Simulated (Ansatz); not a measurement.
# [NO2]− (nitrite): CCSD(T)/STO-3G

What is the vertical singlet–triplet gap of [NO2]− (nitrite) at CCSD(T)/STO-3G? 

The results are computed with Ansatz 0.2.0.

13 further runs of the same task are left out: 11 that didn't finish, 2 set aside as unsound or not needed.

## (1) Starting point

The species is [NO2]− (3 atoms), meant as a singlet with charge -1. As SMILES, `O=N[O-]`. The coordinates come from a PBE0-D4/def2-TZVPD relaxation.

Bond lengths: O1–N2 1.245 Å, N2–O3 1.245 Å. Angles: O1–N2–O3 116.8°.

## (2) The energy at CCSD(T)/STO-3G

in.yaml

```yaml
crystal:
  periodic: [false, false, false]
  atoms:
    - symbol: O
      position_ang: [0.322840, 0.992650, 0.287620]
    - symbol: "N"
      position_ang: [0.325750, -0.245400, 0.151990]
    - symbol: O
      position_ang: [-0.648590, -0.747260, -0.439610]
basis:
  gaussian:
    orbitals: STO-3G
total_charge: -1
correlation:
  method: ccsd_t
  frozen_orbitals: {"N": 1, O: 1}
accuracy: high
scf:
  omitted_lower_state_checks: [cluster_reference, increment]
```

The run is started by

```sh
$ ansatz run in.yaml --threads 1 --pin off --max-ram 3480MiB --events-out events.jsonl --progress --plain --runs-dir runs
```

Standard output (excerpt; [...] marks lines left out):

```text
Warning: RAYON_NUM_THREADS=1 ignored (pool sized by the plan → 1); use --threads N
Functional definition: HF
  name "HF"
[...]
252 factors; integrals over basis functions are off by at most 3.8e-8 eV
[...]
mean field -5473.72742164 eV, -201.1557725196 hartree, gradient 1.2e-8 eV, S^2 0.000000; 0 other end points of the search recorded, 0 dependent functions left out; unrestricted orbitals would lower it
3 core orbitals not correlated: weight in the atoms' cores, before any rotation towards them, 1.000 or more for the frozen orbitals, at most 0.000 for the correlated occupied ones
reference -5473.72742164 eV, -201.1557725196 hartree; 9, 9 occupied and 3, 3 virtual orbitals, 252 factors
second order -4.03908437 eV of doubles, -0.00000000 eV of singles
cycle   1  -4.13787931 eV  change   -9.9e-2 eV  update   8.9e-2
[...]
cycle  24  -4.41891582 eV  change    1.4e-9 eV  update  3.0e-10
perturbative correction -0.30783176 eV, -0.0113126085 hartree
Total energy: -5478.45416922 eV, -201.3294772893 hartree
Checks for a lower state left out: cluster_reference, increment
```

Wall time 0.2 s (1 thread of Arm Neoverse V1, shared host).

## (3) The triplet

run.yaml

```yaml
crystal:
  periodic: [false, false, false]
  atoms:
    - symbol: O
      position_ang: [0.322840, 0.992650, 0.287620]
    - symbol: N
      position_ang: [0.325750, -0.245400, 0.151990]
    - symbol: O
      position_ang: [-0.648590, -0.747260, -0.439610]
basis:
  gaussian:
    orbitals: STO-3G
scf:
  omitted_lower_state_checks: [cluster_reference, increment]
accuracy: high
total_charge: -1
correlation:
  method: ccsd_t
  frozen_orbitals: {"N": 1, O: 1}
magnetization:
  spin_polarized: true
  initial_magnetization: 2
```

The run is started by

```sh
$ ansatz run run.yaml --threads 1 --pin off --max-ram 3480MiB --events-out events.jsonl --progress --plain --runs-dir runs
```

Standard output (excerpt; [...] marks lines left out):

```text
Warning: RAYON_NUM_THREADS=1 ignored (pool sized by the plan → 1); use --threads N
[... 2 set-up lines as earlier in the session ...]
[...]
252 factors; integrals over basis functions are off by at most 3.8e-8 eV
[...]
mean field -5472.71217811 eV, -201.1184630081 hartree, gradient 2.1e-8 eV, S^2 2.006151; 9 other end points of the search recorded, 0 dependent functions left out
3 core orbitals not correlated: weight in the atoms' cores, before any rotation towards them, 1.000 or more for the frozen orbitals, at most 0.000 for the correlated occupied ones
reference -5472.71217811 eV, -201.1184630081 hartree; 10, 8 occupied and 2, 4 virtual orbitals, 252 factors
second order -2.27483424 eV of doubles, -0.00000000 eV of singles
cycle   1  -2.67725114 eV  change   -4.0e-1 eV  update   7.3e-2
[...]
cycle  31  -3.26672557 eV  change  -3.5e-11 eV  update  2.0e-10
perturbative correction -0.13207753 eV, -0.0048537596 hartree
Total energy: -5476.11098122 eV, -201.2433667184 hartree
Checks for a lower state left out: cluster_reference, increment
```

Run time: 0.5 s. Hardware: 1 thread of Arm Neoverse V1, shared host.

## (4) What came out

At CCSD(T)/STO-3G, 3 core orbitals frozen:

| quantity | value |
| --- | --- |
| singlet: total energy | -201.32948 Eh |
| singlet: correlation energy (3 core orbitals frozen) | -173.7 mEh |
| singlet: (T) correction | -11.31 mEh |
| singlet: T1 diagnostic | 0.021 |
| triplet: total energy | -201.24337 Eh |
| triplet: correlation energy (3 core orbitals frozen) | -124.9 mEh |
| triplet: (T) correction | -4.85 mEh |
| triplet: ⟨S²⟩ of the reference determinant | 2.006 |
| triplet: T1 diagnostic | 0.078 |
| vertical energy of the triplet above the singlet | 2.343 eV |

**Reading.** At this shape the triplet lies 2.34 eV (54 kcal/mol) above the singlet. In a minimal basis such a difference can be off by several eV, whatever the method. The T1 diagnostic (singlet) of 0.021 is above the customary mark for such species, so a single reference may not serve. The restricted solution (singlet) is unstable to spin breaking: an unrestricted one lies lower. The triples (singlet) make up 6.5 % of the correlation energy. The T1 diagnostic (triplet) of 0.078 is above the customary mark for such species, so a single reference may not serve.
